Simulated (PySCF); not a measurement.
# BClO (boron chloride oxide) at QCISD(T)/STO-3G

What is the energy change on altering one bond length of BClO (boron chloride oxide) at QCISD(T)/STO-3G? 

Program for the calculation: PySCF 2.14.0.

14 further runs of the same task are left out: 4 that didn't finish, 10 set aside as unsound or not needed.

## 1. The structure to begin with

BClO has 3 atoms, charge 0, and is taken as a singlet. As SMILES, `O=BCl`. The coordinates come from a GFN2-xTB relaxation.

Bond lengths: O1–B2 1.193 Å, B2–Cl3 1.639 Å. Angles: O1–B2–Cl3 179.9°.

## 2. A single-point energy at QCISD(T)/STO-3G

File job.py:

```python
from pyscf import gto, scf, cc

mol = gto.M(
    atom=[
    ('O', (1.019560, 0.606200, 0.626990)),
    ('B', (0.113080, 0.066620, 0.069470)),
    ('Cl', (-1.132640, -0.672810, -0.696460)),
],
    max_memory=1860,
    basis='sto-3g',
    verbose=4,
    charge=0,
)

myscf = scf.RHF(mol)
myscf.conv_tol = 1e-10
myscf.kernel()
if not myscf.converged:
    myscf = myscf.newton().run(myscf.mo_coeff, myscf.mo_occ)

mycc = cc.QCISD(myscf, frozen=7)
mycc.kernel()
e_t = mycc.qcisd_t()
e_tot = mycc.e_tot + e_t
print('E = %.10f Eh' % e_tot)
```

On the command line:

```console
$ OMP_NUM_THREADS=1 python job.py
```

What it wrote:

```text
PySCF version 2.14.0

[INPUT] num. atoms = 3
[INPUT] num. electrons = 30
[INPUT] charge = 0
[INPUT] spin (= nelec alpha-beta = 2S) = 0
[INPUT] symmetry False subgroup None
[INPUT] Mole.unit = angstrom
[INPUT] Symbol           X                Y                Z      unit          X                Y                Z       unit  Magmom
[INPUT]  1 O      1.019560000000   0.606200000000   0.626990000000 AA    1.926689167562   1.145551976711   1.184839382841 Bohr   0.0
[INPUT]  2 B      0.113080000000   0.066620000000   0.069470000000 AA    0.213690230166   0.125893554419   0.131279273874 Bohr   0.0
[INPUT]  3 Cl    -1.132640000000  -0.672810000000  -0.696460000000 AA   -2.140379397727  -1.271426633869  -1.316118656715 Bohr   0.0

nuclear repulsion = 70.6031021765182
number of shells = 11
number of NR pGTOs = 57
number of NR cGTOs = 19
basis = sto-3g
ecp = {}

******** <class 'pyscf.scf.hf.RHF'> ********
method = RHF
initial guess = minao
damping factor = 0
level_shift factor = 0
DIIS = <class 'pyscf.scf.diis.CDIIS'>
diis_start_cycle = 1
diis_space = 8
diis_damp = 0
SCF conv_tol = 1e-10
SCF conv_tol_grad = None
SCF max_cycles = 50
direct_scf = True
direct_scf_tol = 1e-13
Set gradient conv threshold to 1e-05
Initial guess from minao.
init E= -552.987737936164
  HOMO = -0.463250272524453  LUMO = 0.229437081301291  gap/eV = 18.84898
cycle= 1 E= -552.693229665789  delta_E= 0.295  |g|= 0.676  |ddm|= 2.56
  HOMO = -0.322970435260572  LUMO = 0.323208682145946  gap/eV = 17.58343
cycle= 2 E= -552.751448059595  delta_E= -0.0582  |g|= 0.648  |ddm|= 1.47
  HOMO = -0.413620885043953  LUMO = 0.323922786135648  gap/eV = 20.06959
cycle= 3 E= -552.861637202942  delta_E= -0.11  |g|= 0.0365  |ddm|= 0.67
  HOMO = -0.414330907853493  LUMO = 0.344558167258717  gap/eV = 20.65042
cycle= 4 E= -552.862582342468  delta_E= -0.000945  |g|= 0.0137  |ddm|= 0.094
  HOMO = -0.413711405369065  LUMO = 0.341550090422831  gap/eV = 20.55171
cycle= 5 E= -552.862719960472  delta_E= -0.000138  |g|= 0.00342  |ddm|= 0.0451
  HOMO = -0.413390182514179  LUMO = 0.342306013923695  gap/eV = 20.56354
cycle= 6 E= -552.862726851638  delta_E= -6.89e-06  |g|= 0.000436  |ddm|= 0.0113
  HOMO = -0.413559710488565  LUMO = 0.342419915425965  gap/eV = 20.57125
cycle= 7 E= -552.862726914867  delta_E= -6.32e-08  |g|= 3.82e-05  |ddm|= 0.00101
  HOMO = -0.413545610742564  LUMO = 0.342410339721556  gap/eV = 20.57061
cycle= 8 E= -552.86272691585  delta_E= -9.82e-10  |g|= 3.59e-06  |ddm|= 0.000146
  HOMO = -0.413545740704098  LUMO = 0.34241091373321  gap/eV = 20.57063
cycle= 9 E= -552.862726915859  delta_E= -9.32e-12  |g|= 8.8e-07  |ddm|= 9.79e-06
  HOMO = -0.41354597277124  LUMO = 0.342411041701815  gap/eV = 20.57064
Extra cycle  E= -552.862726915859  delta_E=    0  |g|= 3.97e-07  |ddm|= 1.94e-06
converged SCF energy = -552.862726915859

******** <class 'pyscf.cc.qcisd.QCISD'> ********
QCISD nocc = 8, nmo = 12
frozen orbitals 7
max_cycle = 50
direct = 0
conv_tol = 1e-07
conv_tol_normt = 1e-05
diis_space = 6
diis_start_cycle = 0
diis_start_energy_diff = 1e+09
Init t2, MP2 energy = -552.990612977425  E_corr(MP2) -0.127886061566163
Init E_corr(QCISD) = -0.127886061566249
cycle = 1  E_corr(QCISD) = -0.12400144691444  dE = 0.00388461465  norm(t1,t2) = 0.0747885
cycle = 2  E_corr(QCISD) = -0.135434810347645  dE = -0.0114333634  norm(t1,t2) = 0.0251198
cycle = 3  E_corr(QCISD) = -0.134798791990515  dE = 0.000636018357  norm(t1,t2) = 0.0112992
cycle = 4  E_corr(QCISD) = -0.136770908355186  dE = -0.00197211636  norm(t1,t2) = 0.00471079
cycle = 5  E_corr(QCISD) = -0.136862565128019  dE = -9.16567728e-05  norm(t1,t2) = 0.000714162
cycle = 6  E_corr(QCISD) = -0.136864232308914  dE = -1.6671809e-06  norm(t1,t2) = 0.000261083
cycle = 7  E_corr(QCISD) = -0.136863880804645  dE = 3.51504268e-07  norm(t1,t2) = 5.44681e-05
cycle = 8  E_corr(QCISD) = -0.136864142988545  dE = -2.62183899e-07  norm(t1,t2) = 2.14722e-05
cycle = 9  E_corr(QCISD) = -0.136863853971807  dE = 2.89016738e-07  norm(t1,t2) = 7.28124e-06
cycle = 10  E_corr(QCISD) = -0.136863602345753  dE = 2.51626054e-07  norm(t1,t2) = 3.0405e-06
cycle = 11  E_corr(QCISD) = -0.136863704040544  dE = -1.01694791e-07  norm(t1,t2) = 6.17432e-07
cycle = 12  E_corr(QCISD) = -0.136863681850754  dE = 2.21897895e-08  norm(t1,t2) = 1.8859e-07
QCISD converged
E(QCISD) = -552.9995905977097  E_corr = -0.1368636818507545
QCISD(T) correction = -0.00463878313386094
E = -553.0042293808 Eh
```

It took 0.89 s on 1 thread of Arm Neoverse V1, shared host; peak memory 0.099 GiB.

## 3. The distorted shape, same level

File run.py:

```python
from pyscf import gto, cc

mol = gto.Mole()
mol.atom = [
    ('O', (1.268705, 0.754087, 0.780177)),
    ('B', (0.362225, 0.214507, 0.222657)),
    ('Cl', (-1.132640, -0.672810, -0.696460)),
]
mol.max_memory = 1860
mol.charge = 0
mol.verbose = 4
mol.basis = 'sto-3g'
mol.build()

mf = mol.RHF()
mf.conv_tol = 1e-10
mf.kernel()
if not mf.converged:
    mf = mf.newton().run(mf.mo_coeff, mf.mo_occ)

mycc = cc.QCISD(mf, frozen=7)
mycc.kernel()
e_t = mycc.qcisd_t()
etot = mycc.e_tot + e_t
print('Final energy', etot)
```

On the command line:

```console
$ OMP_NUM_THREADS=1 python run.py
```

What it wrote:

```text
PySCF version 2.14.0

[INPUT] num. atoms = 3
[INPUT] num. electrons = 30
[INPUT] charge = 0
[INPUT] spin (= nelec alpha-beta = 2S) = 0
[INPUT] symmetry False subgroup None
[INPUT] Mole.unit = angstrom
[INPUT] Symbol           X                Y                Z      unit          X                Y                Z       unit  Magmom
[INPUT]  1 O      1.268705000000   0.754087000000   0.780177000000 AA    2.397504982866   1.425017904095   1.474320858685 Bohr   0.0
[INPUT]  2 B      0.362225000000   0.214507000000   0.222657000000 AA    0.684506045471   0.405359481802   0.420760749717 Bohr   0.0
[INPUT]  3 Cl    -1.132640000000  -0.672810000000  -0.696460000000 AA   -2.140379397727  -1.271426633869  -1.316118656715 Bohr   0.0

nuclear repulsion = 63.39210545175
number of shells = 11
number of NR pGTOs = 57
number of NR cGTOs = 19
basis = sto-3g
ecp = {}

******** <class 'pyscf.scf.hf.RHF'> ********
method = RHF
initial guess = minao
damping factor = 0
level_shift factor = 0
DIIS = <class 'pyscf.scf.diis.CDIIS'>
diis_start_cycle = 1
diis_space = 8
diis_damp = 0
SCF conv_tol = 1e-10
SCF conv_tol_grad = None
SCF max_cycles = 50
direct_scf = True
direct_scf_tol = 1e-13
Set gradient conv threshold to 1e-05
[... 1 set-up line as earlier in the session ...]
init E= -552.551491308336
  HOMO = -0.466102000585791  LUMO = 0.0510432001216395  gap/eV = 14.07224
cycle= 1 E= -552.661031440005  delta_E= -0.11  |g|= 0.675  |ddm|= 2.46
  HOMO = -0.367236997483746  LUMO = 0.144380258319171  gap/eV = 13.92181
cycle= 2 E= -552.714467221885  delta_E= -0.0534  |g|= 0.693  |ddm|= 1.49
  HOMO = -0.402927618051476  LUMO = 0.214375879177413  gap/eV = 16.79768
cycle= 3 E= -552.840270980066  delta_E= -0.126  |g|= 0.0452  |ddm|= 0.688
  HOMO = -0.417866205859771  LUMO = 0.227544095637167  gap/eV = 17.56251
cycle= 4 E= -552.842030406341  delta_E= -0.00176  |g|= 0.019  |ddm|= 0.118
  HOMO = -0.414547354122685  LUMO = 0.228566464918714  gap/eV = 17.50002
cycle= 5 E= -552.842368519853  delta_E= -0.000338  |g|= 0.00403  |ddm|= 0.074
  HOMO = -0.415127521990127  LUMO = 0.228438134753921  gap/eV = 17.51231
cycle= 6 E= -552.84237669544  delta_E= -8.18e-06  |g|= 0.000401  |ddm|= 0.012
  HOMO = -0.415166590741265  LUMO = 0.228612865622861  gap/eV = 17.51813
cycle= 7 E= -552.842376768896  delta_E= -7.35e-08  |g|= 6.11e-05  |ddm|= 0.00119
  HOMO = -0.415150795968961  LUMO = 0.228598985211067  gap/eV = 17.51732
cycle= 8 E= -552.8423767714  delta_E= -2.5e-09  |g|= 6.76e-06  |ddm|= 0.00021
  HOMO = -0.415150500879054  LUMO = 0.228598602824069  gap/eV = 17.51731
cycle= 9 E= -552.842376771418  delta_E= -1.78e-11  |g|= 1.49e-06  |ddm|= 1.13e-05
  HOMO = -0.415150375001995  LUMO = 0.228598870672376  gap/eV = 17.51731
Extra cycle  E= -552.842376771419  delta_E= -1.14e-12  |g|= 8.66e-07  |ddm|= 3.14e-06
converged SCF energy = -552.842376771419

******** <class 'pyscf.cc.qcisd.QCISD'> ********
QCISD nocc = 8, nmo = 12
frozen orbitals 7
max_cycle = 50
direct = 0
conv_tol = 1e-07
conv_tol_normt = 1e-05
diis_space = 6
diis_start_cycle = 0
diis_start_energy_diff = 1e+09
Init t2, MP2 energy = -552.977040529907  E_corr(MP2) -0.134663758487792
Init E_corr(QCISD) = -0.134663758488215
cycle = 1  E_corr(QCISD) = -0.131162588270142  dE = 0.00350117022  norm(t1,t2) = 0.0833501
cycle = 2  E_corr(QCISD) = -0.144980106808154  dE = -0.0138175185  norm(t1,t2) = 0.03114
cycle = 3  E_corr(QCISD) = -0.144346898473133  dE = 0.000633208335  norm(t1,t2) = 0.0145138
cycle = 4  E_corr(QCISD) = -0.147193552816096  dE = -0.00284665434  norm(t1,t2) = 0.00650411
cycle = 5  E_corr(QCISD) = -0.14737554701492  dE = -0.000181994199  norm(t1,t2) = 0.00121685
cycle = 6  E_corr(QCISD) = -0.147407322720946  dE = -3.1775706e-05  norm(t1,t2) = 0.000498144
cycle = 7  E_corr(QCISD) = -0.147408537840607  dE = -1.21511966e-06  norm(t1,t2) = 8.03723e-05
cycle = 8  E_corr(QCISD) = -0.147408736577829  dE = -1.98737222e-07  norm(t1,t2) = 3.24872e-05
cycle = 9  E_corr(QCISD) = -0.147409101172264  dE = -3.64594435e-07  norm(t1,t2) = 1.5813e-05
cycle = 10  E_corr(QCISD) = -0.147408556500747  dE = 5.44671517e-07  norm(t1,t2) = 7.21375e-06
cycle = 11  E_corr(QCISD) = -0.147408847427445  dE = -2.90926698e-07  norm(t1,t2) = 2.41136e-06
cycle = 12  E_corr(QCISD) = -0.147408789543169  dE = 5.78842759e-08  norm(t1,t2) = 5.89472e-07
QCISD converged
E(QCISD) = -552.9897855609626  E_corr = -0.1474087895431688
QCISD(T) correction = -0.00426295078342108
Final energy -552.994048511746
```

Run time: 1.1 s. Hardware: 1 thread of Arm Neoverse V1, shared host; peak memory 0.11 GiB.

## 4. Summary of results

Level: QCISD(T)/STO-3G, 7 core orbitals frozen.

| quantity | value |
| --- | --- |
| first shape: total energy | -553.00423 Eh |
| first shape: dipole moment (Hartree–Fock density) | 0.54 D |
| first shape: HOMO energy (Hartree–Fock orbitals) | -11.25 eV |
| first shape: LUMO energy (Hartree–Fock orbitals) | 9.32 eV |
| first shape: HOMO–LUMO gap (Hartree–Fock orbitals) | 20.57 eV |
| first shape: correlation energy (7 core orbitals frozen) | -141.5 mEh |
| first shape: (T) correction | -4.64 mEh |
| first shape: T1 diagnostic | 0.019 |
| distorted shape: total energy | -552.99405 Eh |
| distorted shape: dipole moment (Hartree–Fock density) | 0.22 D |
| distorted shape: HOMO energy (Hartree–Fock orbitals) | -11.30 eV |
| distorted shape: LUMO energy (Hartree–Fock orbitals) | 6.22 eV |
| distorted shape: HOMO–LUMO gap (Hartree–Fock orbitals) | 17.52 eV |
| distorted shape: correlation energy (7 core orbitals frozen) | -151.7 mEh |
| distorted shape: (T) correction | -4.26 mEh |
| distorted shape: T1 diagnostic | 0.021 |
| energy change with the B2–Cl3 bond stretched from 1.639 to 1.966 Å | 0.277 eV |

With the B2–Cl3 bond stretched from 1.639 to 1.966 Å the energy rises by 0.28 eV (26.7 kJ/mol). The first shape isn't relaxed at this level, so the change isn't measured from a minimum. The minimal basis adds a large error of its own. Mulliken charges (first shape) of the mean-field density run from -0.27 on O1 to +0.41 on B2; they depend strongly on the basis. The triples (first shape) make up 3.3 % of the correlation energy. The T1 diagnostic (distorted shape) of 0.021 is above the customary mark for such species, so a single reference may not serve. The triples (distorted shape) make up 2.8 % of the correlation energy.
